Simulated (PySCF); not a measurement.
hydrogen peroxide (H2O2), SMILES OO. Heavy atoms are numbered as in [OH:1][OH:2]. Hydrogens are named by the atom that carries them.

The structure is a stationary point at B3LYP-D3(BJ)/def2-TZVP. A frequency run showed that this geometry is not a minimum.

The numbers are results of PySCF with PBE0/pcSseg-2, not measurements.

GIAO shieldings, no solvent; atoms alike by connectivity are averaged. δ = σ(ref) − σ: ¹⁷O against H2O (σ = 327.8 ppm); ¹H against TMS (σ = 31.54 ppm), references at their B3LYP-D3(BJ)/def2-TZVP geometries, non-relativistic.

Computed chemical shifts:
```
nucleus    atoms  count  δ (ppm)
-------  -------  -----  -------
¹⁷O      O1 (OH)      2    221.3
¹H       H on O1      2     5.54
```
